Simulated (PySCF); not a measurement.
Species, as SMILES: [SiH4] (SiH4).
Geometry (B3LYP-D3(BJ)/def2-TZVP, fixed):
```xyz
5

Si     0.0000     0.0000     0.0000
H      0.8756     0.8547     0.8331
H     -0.8222    -0.8655     0.8753
H     -0.8862     0.8545    -0.8220
H      0.8328    -0.8437    -0.8864
```

How fast the lowest singlet excitation energy converges with the basis for several methods (PySCF): deviation from each method's own reference, in eV. References: CAM-B3LYP 8.915 eV, the value in aug-pcseg-3; PBE 8.108 eV, the value in aug-pcseg-3; PBE0 8.761 eV, the value in aug-pcseg-3. All functions are spherical. Density fitting with generated auxiliary sets. No added dispersion term, no relativity. Tamm-Dancoff approximation, the state taken by its order.

| basis | functions | CAM-B3LYP | PBE | PBE0 |
|---|---|---|---|---|
| 6-311+G** | 54 | (withheld) | 0.320 | 0.275 |
| aug-cc-pV(D+d)Z | 68 | (withheld) | 0.070 | 0.047 |
| 6-311++G(2d,2p) | 75 | (withheld) | 0.145 | 0.126 |
| aug-pcseg-2 | 142 | (withheld) | 0.015 | 0.010 |
| aug-cc-pV(T+d)Z | 147 | (withheld) | 0.044 | 0.032 |
| def2-QZVPPD | 208 | (withheld) | 0.174 | 0.152 |
| aug-cc-pV(Q+d)Z | 273 | (withheld) | 0.021 | 0.016 |
| aug-pcseg-3 | 285 | (withheld) | 0.000 | 0.000 |

Task: Fill in the missing entries.

Result: 
- 6-311+G**, CAM-B3LYP: 0.215
- aug-cc-pV(D+d)Z, CAM-B3LYP: 0.014
- 6-311++G(2d,2p), CAM-B3LYP: 0.094
- aug-pcseg-2, CAM-B3LYP: 0.002
- aug-cc-pV(T+d)Z, CAM-B3LYP: 0.015
- def2-QZVPPD, CAM-B3LYP: 0.124
- aug-cc-pV(Q+d)Z, CAM-B3LYP: 0.007
- aug-pcseg-3, CAM-B3LYP: 0.000

Mean absolute deviation over 6-311+G**, 6-311++G(2d,2p), aug-pcseg-2, aug-cc-pV(T+d)Z: CAM-B3LYP 0.082, PBE0 0.111, PBE 0.131 eV.
